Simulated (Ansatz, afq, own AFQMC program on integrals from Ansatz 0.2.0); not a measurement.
## Atomization energy of ZnNH₂Cl, singlet

```yaml
atoms:
  - { symbol: N, position_ang: [-0.4532, 0.7537, -0.3797] }
  - { symbol: Zn, position_ang: [0.6060, -0.5800, 0.2458] }
  - { symbol: Cl, position_ang: [1.9761, -2.0327, 0.9173] }
  - { symbol: H, position_ang: [-1.0888, 0.5146, -1.1376] }
  - { symbol: H, position_ang: [-0.9903, 1.2707, 0.3128] }
```

Connectivity, by distances: NH2–Zn–Cl.

Atoms in their ground-state spins without spin–orbit coupling (mostly on UHF) minus the molecule (RHF), without zero-point energy. The geometry is a stationary point, not shown to be a minimum.

Basis def2-TZVP. Noble-gas cores (and the filled d shells of Ga–Kr and In–Xe) are frozen. Integrals, coupled cluster, full CI and functionals: Ansatz 0.2.0; the random walks run on the same integrals in our own AFQMC program. The CISD trial takes its coefficients from CCSD amplitudes. Released means that phaseless walkers are propagated on without the constraint, phases kept. ± is one standard error of the sampling. The metal's outer-core s and p shells are frozen, which shifts wave-function levels against functionals. The errors of all members are added in quadrature.

No full CI on the walks' own integrals is used here. The released AFQMC energy serves as the reference, which it does only where one determinant dominates, the energy is flat over the last release times and near the phaseless one (40 meV or 2 meV an electron, half that with transition metals). On small molecules, where full CI could be run and the noise was under 10 meV, such values lay within 10 meV of it in 19 cases of 20, a flattering rate, since the rule was set on those same cases; what remains of the bias isn't in the error bar. Each member takes its own surest rung, up to full CI.

Errors are counted within def2-TZVP, not against nature.

Cautions: no relativity below Rb; outer-core shells of the metal frozen; ZnNH₂Cl (singlet): the released value is read at 0.63 1/Eh with a noise of 11 meV, more than in the cases checked, later times being too noisy (meV from the phaseless value at times in 1/Eh: -26 ± 15 at 0.21, 4 ± 17 at 0.42, -21 ± 11 at 0.63, -19 ± 20 at 0.90), released reference can be 30 meV off for metals.

```tsv
level	atomization energy (kcal/mol)
MP2	313.3
HF	208.4
```

From these cheaper values, estimate the atomization energy at the reference level in def2-TZVP.

302.9 ± 0.3 kcal/mol (AFQMC with the constraint released in def2-TZVP).

```tsv
level	atomization energy (kcal/mol)	error against released AFQMC (kcal/mol)
CCSD	296.4	-6.5 ± 0.3
CCSD(T)	302.3	-0.6 ± 0.3
ph-AFQMC/HF	306.7 ± 1.4	3.8 ± 1.5
ph-AFQMC/CISD	302.7 ± 0.2	-0.2 ± 0.3
```

Correlation beyond CCSD(T) adds 0.6 ± 0.3 kcal/mol. The perturbative (T) step is worth +5.8 kcal/mol.

Released energies are given only where the last usable release times agree within the noise; a slower fall can still hide under it.
